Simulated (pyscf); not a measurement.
Optimised with ωB97X-D3(BJ)/def2-SVP in PySCF.

### Question
Estimate the classical barrier height and the reaction energy of CH₄ + Cl–ZnH -> H₃C–Zn–Cl + H₂ at M06-2X/def2-TZVP. The step runs on the singlet surface, breaks C–H, H–Zn and forms C–Zn, H–H; take the separated reactants as zero.

### Answer
ΔE‡ = 2.36 eV, ΔE = +0.32 eV. ωB97M-D3(BJ)/def2-TZVP gives 2.48 eV and +0.43 eV. Zero-point energy shifts the barrier by -0.08 eV. It is a four-centre exchange, with an imaginary mode of 1703i cm⁻¹. At the saddle there is also a short H–Zn contact that neither side keeps. The same reactants have a lower exit, to H₃C–ZnH + HCl (barrier +2.12 eV at ωB97M-D3(BJ)/def2-TZVP, against +2.48 eV here). This is the saddle that the search found; another between the same sides may lie lower. Elements up to Kr have no core potential and no relativistic terms here.
